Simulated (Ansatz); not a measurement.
# C4H10O: the cost of one run

Computed with Ansatz 0.2.0, Gaussian basis. Level: RKS PBE0-D4/def2-TZVP.

Plan: relaxation at PBE0-D4/def2-TZVP.

1 further run of the same task is left out (set aside as unsound or not needed). Runs told in other sessions of the task aren't counted.

## Step 1: Starting geometry

SMILES `CC(C)CO`, 15 atoms, charge 0, spin multiplicity 1.

Atoms are counted from 1 here; the program's logs count them from 0.

Bond lengths: C1–C2 1.526 Å, C1–H6 1.088 Å, C1–H7 1.086 Å, C1–H8 1.087 Å, C2–C3 1.526 Å, C2–C4 1.533 Å, C2–H9 1.096 Å, C3–H10 1.086 Å, C3–H11 1.088 Å, C3–H12 1.087 Å, C4–O5 1.412 Å, C4–H13 1.100 Å, C4–H14 1.100 Å, O5–H15 0.961 Å. Angles: C2–C1–H6 110.7°, C2–C1–H7 109.6°, C2–C1–H8 110.4°, H6–C1–H7 108.7°, H6–C1–H8 108.6°, H7–C1–H8 108.9°, C1–C2–C3 110.8°, C1–C2–C4 110.2°, C1–C2–H9 109.2°, C3–C2–C4 110.3°, C3–C2–H9 109.2°, C4–C2–H9 107.1°, C2–C3–H10 109.6°, C2–C3–H11 110.7°, C2–C3–H12 110.5°, H10–C3–H11 108.6°, H10–C3–H12 108.9°, H11–C3–H12 108.6° and more.

The start is a GFN2-xTB geometry.

## Step 2: Relaxation at PBE0-D4/def2-TZVP

in.yaml

```yaml
crystal:
  periodic: [false, false, false]
  atoms:
    - {symbol: C, position_ang: [-1.182850, 0.733110, 0.653740]}
    - {symbol: C, position_ang: [0.263730, 0.317580, 0.401760]}
    - {symbol: C, position_ang: [0.531250, -1.077130, 0.960080]}
    - {symbol: C, position_ang: [0.573090, 0.356760, -1.098720]}
    - {symbol: O, position_ang: [-0.264760, -0.553040, -1.779060]}
    - {symbol: H, position_ang: [-1.358510, 1.746480, 0.299170]}
    - {symbol: H, position_ang: [-1.851990, 0.059430, 0.126060]}
    - {symbol: H, position_ang: [-1.409510, 0.693870, 1.716240]}
    - {symbol: H, position_ang: [0.934750, 1.035030, 0.888550]}
    - {symbol: H, position_ang: [-0.092470, -1.801450, 0.443800]}
    - {symbol: H, position_ang: [1.574040, -1.353370, 0.819550]}
    - {symbol: H, position_ang: [0.304220, -1.111080, 2.022770]}
    - {symbol: H, position_ang: [0.413220, 1.377950, -1.476400]}
    - {symbol: H, position_ang: [1.629890, 0.094790, -1.258850]}
    - {symbol: H, position_ang: [-0.064120, -0.518960, -2.718680]}
basis:
  gaussian: {orbitals: def2-TZVP}
hamiltonian: {xc: pbe0, dispersion: d4}
relax: {f_tol: 0.005, max_steps: 150}
```

Launch:

```
$ ansatz run in.yaml --threads 4 --pin off --events-out ev --progress --plain --max-ram 10444MiB
```

Q: Estimate wall time and peak memory on 4 threads of Intel Xeon Platinum 8375C at 2.90GHz, shared host.

About 26 s, with a peak of 0.58 GiB.
